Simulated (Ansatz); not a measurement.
**CHO, doublet: the ladder up to UCCSDTQ**

Geometry: MP2(full)/6-31G*, from the G2/97 set.

```xyz
3

C     0.0326    0.6351    0.0000
O     0.0326   -0.5557    0.0000
H    -0.9058    1.2530    0.0000
```

Basis 6-31G* (Cartesian d functions); Ansatz 0.2.0. Only valence electrons are correlated (noble-gas cores frozen), which leaves 11 electrons in 30 orbitals. R marks a restricted (for open shells ROHF) determinant, U an unrestricted one. Active spaces: valence = (11e, 9o) chosen from the atoms' valence shells.

Full CI isn't at hand for all of this; UCCSDTQ serves as the reference, and is uncertain by about the last step of the cluster series. The frozen core follows each run's orbitals, which can shift R against U totals by a few meV.

For open shells CISD and CISDTQ are restricted-active-space CI with the open shells as a complete middle space.

* UHF ⟨S²⟩: 0.765
* T1 diagnostic (RCCSD): 0.0283
* largest doubles amplitude (RCCSD): 0.103
* T1 diagnostic (UCCSD): 0.0244

| level | E − E(RHF) (eV) |
| --- | --- |
| UHF | -0.1316 |
| RMP2 | -8.0118 |
| UMP2 | -7.9708 |
| RCCSD | -8.2282 |
| UCCSD | -8.2341 |
| RCCSD(T) | -8.5185 |
| UCCSD(T) | -8.5172 |

Problem. Estimate how far UCCSDTQ in 6-31G* lies from RCCSD(T). The table doesn't fix it; the size of (T) and the diagnostics are the guide.

Solution. UCCSDTQ in 6-31G* lies 46 meV below RCCSD(T), which is 16 % of the (T) step (-290 meV). The diagnostics are small and the rest is a small part of (T), but (T) is large here. The miss exceeds 1 kcal/mol.

The other levels:

| level | E − E(UCCSDTQ) (meV) | share of correlation (%) | wall time |
| --- | --- | --- | --- |
| CISD | 885 | 89.67 | 0.82 s |
| BCCD(T) | 47 | 99.45 | 1 s |
| RCCSDT | 25 | 99.70 | – |
| UCCSDT | 25 | 99.71 | – |
| CISDTQ | 47 | 99.45 | 7.5 s (H100) |
| RCCSDT(Q) | 1 | 99.99 | 12 s |
| UCCSDT(Q) | -5 | 100.06 | 10 s |
| RCCSDTQ | 0 | 100.00 | 22 s (H100) |
| CASSCF (valence space) | 5105 | 40.40 | – |
| NEVPT2 (valence space) | 987 | 88.48 | 2 s |
| MRCISD (valence space) | 290 | 96.61 | – |
| MRCISD+Q (valence space) | 44 | 99.49 | 3.5 s |

The correlation energy at UCCSDTQ, counted from RHF, is -8.565 eV. That run took 23 s on 5 threads of AMD EPYC 7R13 with a whole H100 80 GB, shared host.

Times hold each run's SCF and search for its determinant on a shared host, so for small cases they say little of a method's own cost; rows without a card ran on 1 thread of AMD EPYC 7R13.

Natural occupations of CASSCF (valence space) about the gap: 1.995 1.978 1.969 1.940 1.014 0.064 0.024 0.018; effectively unpaired electrons, Σ n²(2−n)², 1.04.

Atomization energy (electronic, same basis, no zero-point term; atoms at the same level, unrestricted beside the R rows where the molecule is a closed shell, with restricted open-shell steps beyond CCSDT(Q)) at UCCSDTQ: 1068.6 kJ/mol. Errors of other levels:

```tsv
level	error (kJ/mol)
RHF	-317.6
UHF	-327.8
RMP2	44.4
UMP2	39.5
CISD	-73.3
RCCSD	-26.0
UCCSD	-25.9
RCCSD(T)	-2.8
UCCSD(T)	-3.3
BCCD(T)	-2.9
RCCSDT	-2.0
UCCSDT	-2.2
CISDTQ	-4.1
RCCSDT(Q)	0.2
UCCSDT(Q)	0.4
RCCSDTQ	0.3
CASSCF (valence space)	-33.1
NEVPT2 (valence space)	3.3
MRCISD (valence space)	-18.0
MRCISD+Q (valence space)	-7.6
```

This basis is far from its limit, so the value isn't to be set against a measured one. Truncated CI isn't size-consistent, which counts against it in atomization.
